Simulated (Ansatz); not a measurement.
This geometry of ClH3Si + H (6 atoms, charge 0, multiplicity 2) is a first-order saddle point.

Method: Ansatz 0.2.0, UKS B3LYP/cc-pVDZ.

```xyz
6
Properties=species:S:1:pos:R:3
Si 0.000 0.000 -0.004
Cl -0.002 0.000 2.369
H 1.425 0.000 -0.444
H -0.712 1.234 -0.447
H -0.712 -1.234 -0.447
H 0.003 0.000 3.944
```

Problem. Which two structures does it join? (They come from a converged band through this point; their orientation in space is the band's.)

Solution. Bonds broken: Si1–Cl2. Bonds formed: Cl2–H6. ClH3Si + H becomes ClH + H3Si.

First end point:

```xyz
6
Properties=species:S:1:pos:R:3
Si 0.003 0.000 -0.212
Cl 0.039 0.000 1.888
H 1.412 0.000 -0.698
H -0.710 1.226 -0.670
H -0.710 -1.226 -0.670
H -0.033 0.000 5.333
```

Last end point:

```xyz
6
Properties=species:S:1:pos:R:3
Si -0.001 0.000 -0.550
Cl 0.002 0.000 3.628
H 1.424 0.000 -1.012
H -0.714 1.234 -1.010
H -0.714 -1.234 -1.010
H 0.003 0.000 4.926
```

Problem. How far does it lie above each of them?

Solution. 55.3 kJ/mol above the first and 61.5 kJ/mol above the second. This is the barrier of this one path; another mechanism may lie lower.

Time of the run: 94 s on 1 thread of Intel(R) Xeon(R) Platinum 8488C (Sapphire Rapids), on a shared host, peak memory 0.15 GiB.
